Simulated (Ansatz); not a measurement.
C4H6O can be A, `C=CCC=O`, or B, `C#CC(C)O`.

Program: Ansatz. Geometries: PBE0-D4/def2-TZVP. ΔE: electronic, gas phase. CCSD(T)/CBS is the MP2 limit (def2-TZVPP, def2-QZVPP) plus CCSD(T) − MP2 in def2-TZVPP, frozen cores. DFT in def2-TZVPP. B3LYP here is the variant with VWN-RPA as its local correlation; programs differ in this. Each species was taken in one conformer, which may not be the lowest.

Question: Which is lower in electronic energy at CCSD(T)/CBS, and by how much? (Best estimate.)

Answer: Computed: A, by 20.7 kcal/mol.

Question: Give E(B) − E(A) in kcal/mol with LDA (SPW92), CCSD(T)/def2-TZVPP, BLYP-D4, CCSD/def2-TZVPP, r2SCAN-D4, CCSD(T)/def2-SVP, B3LYP. (Estimate.)

Answer: The calculation gave: LDA (SPW92) 22.8, CCSD(T)/def2-TZVPP 21.8, BLYP-D4 25.0, CCSD/def2-TZVPP 21.8, r2SCAN-D4 24.2, CCSD(T)/def2-SVP 26.7, B3LYP 24.2. None reverses the order clearly.

Question: Does the order hold for the free energy at 298.15 K (harmonic terms from PBE0-D4)? (Estimate.)

Answer: The calculation gave: Yes: G(B) − G(A) = +21.2 kcal/mol, for one conformer each.

Largest T1 diagnostic: 0.013.

From PBE to PBE0 (25 % exact exchange), in def2-TZVPP and without D4, E(B) − E(A) moves by −0.7 kcal/mol. At CCSD(T), def2-SVP lies +6.0 kcal/mol from the extrapolated value and def2-TZVPP +1.1 kcal/mol.
